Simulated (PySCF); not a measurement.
Isomers of C6H6, one conformer each. Computed with core-valence-separated Tamm–Dancoff BHandHLYP/aug-pcX-1 (pcseg-1 on H) in PySCF, non-relativistic, gas phase, PBE0-D3(BJ)/def2-SVP geometry. No empirical shift is added; at this level the pattern usually sits a few eV under experiment.

P. prismane (`C12C3C1C1C2C31`)
Q. 2,4-hexadiyne (`CC#CC#CC`)
R. fulvene (`C=C1C=CC=C1`)
S. 1,3-hexadiyne (`C#CC#CCC`)

Main lines, eV (oscillator strength):
1. C K: 281.7 (0.059), 282.1 (0.079), 282.3 (0.085), 282.4 (0.053), 285.9 (0.031)
2. C K: 286.0 (0.069), 286.2 (0.357)
3. C K: 283.5 (0.245), 283.8 (0.153), 286.3 (0.039), 287.3 (0.097)
4. C K: 283.2 (0.058), 283.2 (0.059), 283.4 (0.121), 283.7 (0.081), 283.7 (0.066)
Listed: the first five lines at most of each edge with a tenth or more of its strongest line's intensity; roots within 0.03 eV on the same or equivalent atoms are summed. Only the lowest roots were sought, and the top ones are left out.

Question: Which spectrum belongs to which isomer?

Answer: 1 = R, 2 = P, 3 = Q, 4 = S.
- P: first C line listed at 286.0 eV, hole on the sp3 carbon at a ring junction.
- Q: first C line listed at 283.5 eV, hole on the alkyne carbon.
- R: first C line listed at 281.7 eV, hole on the terminal =CH2 carbon (1s→π*).
- S: first C line listed at 283.2 eV, hole on the terminal alkyne carbon (1s→π*).

Question: What are the ground-state energies of the isomers at BHandHLYP/aug-pcX-1 (pcseg-1 on H), relative to the lowest?

Answer: P 358.4, Q 149.6, R 0.0, S 181.1 kJ/mol (electronic energies on these geometries, no dispersion or zero-point terms).
